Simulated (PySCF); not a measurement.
# Fractional electron number in Li (lithium, neutral)

The 2s alpha orbital of [He] 2s1 is emptied in steps (occupation f), with all orbitals relaxed, ending at 1s2. Computed with PySCF 2.14 in aug-cc-pVDZ (4s3p2d, 23 functions), with the non-relativistic Hamiltonian (point nucleus). The exact energy is a straight line in f; departures are measured from the line between the end points of the same method.

```json
{"f": "1", "UHF (eV)": "0.000", "LDA (eV)": "0.000", "PBE (eV)": "0.000", "PBE0 (eV)": "0.000", "LC-wPBE (eV)": "0.000", "BHandHLYP (eV)": "0.000", "BLYP (eV)": "0.000"}
{"f": "0.9", "UHF (eV)": "0.000", "LDA (eV)": "-0.204", "PBE (eV)": "-0.209", "PBE0 (eV)": "-0.154", "LC-wPBE (eV)": "0.003", "BHandHLYP (eV)": "-0.112", "BLYP (eV)": "-0.220"}
{"f": "0.7", "UHF (eV)": "0.000", "LDA (eV)": "-0.467", "PBE (eV)": "-0.480", "PBE0 (eV)": "-0.352", "LC-wPBE (eV)": "0.010", "BHandHLYP (eV)": "-0.259", "BLYP (eV)": "-0.510"}
{"f": "0.5", "UHF (eV)": "0.000", "LDA (eV)": "-0.536", "PBE (eV)": "-0.555", "PBE0 (eV)": "-0.404", "LC-wPBE (eV)": "0.016", "BHandHLYP (eV)": "-0.304", "BLYP (eV)": "-0.596"}
{"f": "0.3", "UHF (eV)": "0.000", "LDA (eV)": "-0.421", "PBE (eV)": "-0.444", "PBE0 (eV)": "-0.321", "LC-wPBE (eV)": "0.018", "BHandHLYP (eV)": "-0.248", "BLYP (eV)": "-0.484"}
{"f": "0.1", "UHF (eV)": "0.000", "LDA (eV)": "-0.152", "PBE (eV)": "-0.171", "PBE0 (eV)": "-0.122", "LC-wPBE (eV)": "0.010", "BHandHLYP (eV)": "-0.101", "BLYP (eV)": "-0.192"}
{"f": "0", "UHF (eV)": "0.000", "LDA (eV)": "0.000", "PBE (eV)": "0.000", "PBE0 (eV)": "0.000", "LC-wPBE (eV)": "0.000", "BHandHLYP (eV)": "0.000", "BLYP (eV)": "0.000"}
```

```
   method  E(f=0) − E(f=1) (eV)  −ε at f=1 (eV)  −ε at f=0.5 (eV)
      UHF                 5.342           5.342             5.342
      LDA                 5.450           3.172             5.577
      PBE                 5.576           3.243             5.679
     PBE0                 5.563           3.839             5.651
  LC-wPBE                 5.573           5.597             5.596
BHandHLYP                 5.507           4.253             5.538
     BLYP                 5.512           3.060             5.584
```

Orbital energy along the path (eV):

| f | UHF | LDA | PBE | PBE0 | LC-wPBE | BHandHLYP | BLYP |
| --- | --- | --- | --- | --- | --- | --- | --- |
| 1 | -5.342 | -3.172 | -3.243 | -3.839 | -5.597 | -4.253 | -3.060 |
| 0.9 | -5.342 | -3.652 | -3.731 | -4.207 | -5.604 | -4.512 | -3.558 |
| 0.7 | -5.342 | -4.622 | -4.715 | -4.941 | -5.610 | -5.029 | -4.573 |
| 0.5 | -5.342 | -5.577 | -5.679 | -5.651 | -5.596 | -5.538 | -5.584 |
| 0.3 | -5.342 | -6.453 | -6.567 | -6.294 | -5.563 | -6.023 | -6.547 |
| 0.1 | -5.342 | -7.047 | -7.259 | -6.779 | -5.496 | -6.448 | -7.346 |
| 0 | -5.342 | -6.431 | -6.627 | -6.259 | -5.462 | -6.437 | -7.221 |

As f goes to zero the orbital energy of a semilocal functional can turn back, because the density of that orbital vanishes from the exchange-correlation potential.

Reference removal energy between the ground levels: 5.392 eV (measured; NIST Atomic Spectra Database, ionization energies). UHF lacks correlation.
